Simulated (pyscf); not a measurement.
Single points on ωB97X-D3(BJ)/def2-SVP structures (PySCF, gas phase). MP2 and CC: frozen core, UHF for open shells. ΔMP2 is the change of the MP2 total energy from the triple- to the quadruple-zeta basis.

Task: What is the homolytic dissociation enthalpy (298 K, CCSD(T)/def2-TZVPP + ΔMP2(QZVPP)) of the B–Si bond of H₂N–B(SiH₃)–Cl, to [H₂N–B–Cl]• + SiH₃•?

Result: B–Si to [H₂N–B–Cl]• + SiH₃•: 87.1 kcal/mol. The radicals are drawn with the spin at the cut bond; how far it spreads was not checked. Other isomers of [H₂N–B–Cl]• were not searched in full and may lie lower. The CCSD(T) − MP2 part came from Ansatz, without density fitting, on the same reference.
